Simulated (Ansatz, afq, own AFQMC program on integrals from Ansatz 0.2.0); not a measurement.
# Where AFQMC and coupled cluster stand for H3O, doublet

```xyz
4

H    -1.8013    0.0498    0.0000
H    -0.9943    0.0498    0.0000
O     0.1507    0.0498    0.0000
H     0.4026   -0.8901    0.0000
```

Basis cc-pVTZ. Only valence electrons are correlated. Integrals, coupled cluster, full CI and functionals: Ansatz 0.2.0; the random walks run on the same integrals in our own AFQMC program. The CISD trial takes its coefficients from CCSD amplitudes. Released means that phaseless walkers are propagated on without the constraint, phases kept. Uncertainties: one standard error, sampling alone.

Determinant: UHF, the one that the program's search chose, which needn't be the lowest solution. The geometry is a point of a scan.

No full CI on the walks' own integrals is used here; CCSDT(Q) serves as the reference and is uncertain by about the last step of the cluster series.

The T1 diagnostic is 0.0205 and the weight of the determinant in the CISD state is 0.920. The ⟨S²⟩ of the determinant is 0.785 and the size of the correlated space is 9 electrons in 71 orbitals.

Reference: CCSDT(Q), correlation energy -7.883 eV. The released energy is read at 2.40 1/Eh (meV from the phaseless value at times in 1/Eh: -6 ± 3 at 0.24, -9.1 ± 2.4 at 0.51, -10 ± 3 at 0.99, -11 ± 4 at 1.62, -14 ± 4 at 2.40).

```
         level  E − E(reference) (kJ/mol)  share of correlation (%)
            HF                      760.6                      0.00
           MP2                       65.6                     91.37
          CCSD                       24.0                     96.84
       CCSD(T)                        2.0                     99.73
         CCSDT                        1.2                     99.85
 ph-AFQMC/CISD                  1.1 ± 0.4                     99.85
released AFQMC                 -0.2 ± 0.4                    100.03
```

A walk keeps the symmetry of its determinant, which the program's search chose and which needn't be the lowest solution, so a lower state of the same spin and another symmetry isn't excluded. Released energies are given only where the last usable release times agree within the noise; a slower fall can still hide under it.
